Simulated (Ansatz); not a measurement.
# CH₅AlO: taking an electron away

One table from this session's results is given with a row withheld; the runs are named, their logs left out.

The runs use Ansatz 0.2.0, Gaussian basis; unrestricted cation, the program's frozen cores in correlated methods.

Plan: UKS PBE-D4/def2-TZVPP; UKS r2SCAN-D4/def2-TZVPP; UKS PBE0-D4/def2-TZVPP; UKS B3LYP-D4/def2-TZVPP; UKS wB97X-V/def2-TZVPP; UKS wB97M-V/def2-TZVPP; UKS B2PLYP/def2-TZVPP; UHF-CCSD(T)/def2-TZVPP; UHF-CCSD(T)/def2-QZVPP; extrapolation to the limit; then −ε(HOMO) from the neutral's earlier runs with LDA (SPW92), PBE-D4, revPBE-D4, BLYP-D4, r2SCAN-D4, B97M-V, PBE0-D4, B3LYP-D4, r2SCANh-D4, r2SCAN0-D4, HSE06-D4, BHLYP-D4, CAM-B3LYP-D4, LC-ωPBE, ωB97X-V, ωB97M-V.

### The geometry

All runs share one geometry, relaxed beforehand with PBE0-D4 in a triple-zeta def2 set.

8 atoms, charge 0, spin multiplicity 1.

Atoms are counted from 1 here; the program's logs count them from 0.

Bond lengths: C1–Al2 1.941 Å, C1–H4 1.095 Å, C1–H5 1.092 Å, C1–H6 1.095 Å, Al2–O3 1.701 Å, Al2–H7 1.589 Å, O3–H8 0.956 Å. Angles: Al2–C1–H4 111.0°, Al2–C1–H5 111.9°, Al2–C1–H6 111.2°, H4–C1–H5 107.9°, H4–C1–H6 106.4°, H5–C1–H6 108.2°, C1–Al2–O3 117.6°, C1–Al2–H7 124.2°, O3–Al2–H7 118.2°, Al2–O3–H8 122.5°.

As a file:

```mol
CH5AlO
  3D, bonds by distance, orders not assigned

  8  7  0  0  0  0  0  0  0  0999 V2000
   -0.7779    0.9822   -0.0709 C   0  0
    0.5797   -0.3942   -0.2399 Al  0  0
    0.5446   -1.6764    0.8768 O   0  0
   -0.3251    1.9545    0.1493 H   0  0
   -1.4914    0.7554    0.7243 H   0  0
   -1.3357    1.1050   -1.0048 H   0  0
    1.7168   -0.3945   -1.3502 H   0  0
    1.1812   -2.3891    0.8595 H   0  0
  1  2  8  0
  2  3  8  0
  1  4  8  0
  1  5  8  0
  1  6  8  0
  2  7  8  0
  3  8  8  0
M  END
```

The first run:

Input file in.yaml:

```yaml
crystal:
  periodic: [false, false, false]
  atoms:
    - {symbol: C, position_ang: [-0.777886, 0.982158, -0.070932]}
    - {symbol: Al, position_ang: [0.579722, -0.394157, -0.239890]}
    - {symbol: O, position_ang: [0.544632, -1.676399, 0.876832]}
    - {symbol: H, position_ang: [-0.325105, 1.954535, 0.149280]}
    - {symbol: H, position_ang: [-1.491448, 0.755378, 0.724306]}
    - {symbol: H, position_ang: [-1.335670, 1.104960, -1.004782]}
    - {symbol: H, position_ang: [1.716753, -0.394544, -1.350160]}
    - {symbol: H, position_ang: [1.181201, -2.389131, 0.859547]}
basis:
  gaussian: {orbitals: def2-TZVPP}
total_charge: 1
magnetization: {spin_polarized: true, initial_magnetization: 1}
hamiltonian: {xc: pbe, dispersion: d4}
```

Command:

```console
$ ansatz run in.yaml --threads 2 --pin off --events-out ev --progress --plain --max-ram 32768MiB --backend cpu
```

Among the steps run: Cation, UKS PBE-D4/def2-TZVPP; Cation, UKS r2SCAN-D4/def2-TZVPP; Cation, UKS PBE0-D4/def2-TZVPP; Cation, UKS B3LYP-D4/def2-TZVPP; Cation, UKS wB97X-V/def2-TZVPP; Cation, UKS wB97M-V/def2-TZVPP; Cation, UKS B2PLYP (frozen core)/def2-TZVPP; Cation, UHF-CCSD(T)/def2-TZVPP; Cation, UHF-CCSD(T)/def2-QZVPP.

One of the session's tables, all rows but one given; the rest of the session is left out.

For comparison, −ε(HOMO) of the neutral from earlier runs:

| functional | −ε(HOMO) (eV) |
| --- | --- |
| LDA (SPW92) | 6.75 |
| PBE-D4 | 6.66 |
| revPBE-D4 | 6.63 |
| BLYP-D4 | 6.57 |
| r2SCAN-D4 | 6.96 |
| B97M-V | 7.05 |
| PBE0-D4 | 7.97 |
| B3LYP-D4 | 7.77 |
| r2SCANh-D4 | 7.44 |
| r2SCAN0-D4 | 8.17 |
| HSE06-D4 | 7.57 |
| BHLYP-D4 | 9.21 |
| CAM-B3LYP-D4 | ? |
| LC-ωPBE | 10.76 |
| ωB97X-V | 10.39 |
| ωB97M-V | 10.21 |

Estimate the missing values for CAM-B3LYP-D4.

**Answer.** −ε(HOMO) (eV): 9.38. In the column «−ε(HOMO) (eV)» it lies between BHLYP-D4 (9.21) and ωB97M-V (10.21).

Caveats from the session: The cation may have settled in a state other than its lowest; no search over hole states beyond the program's own was made.
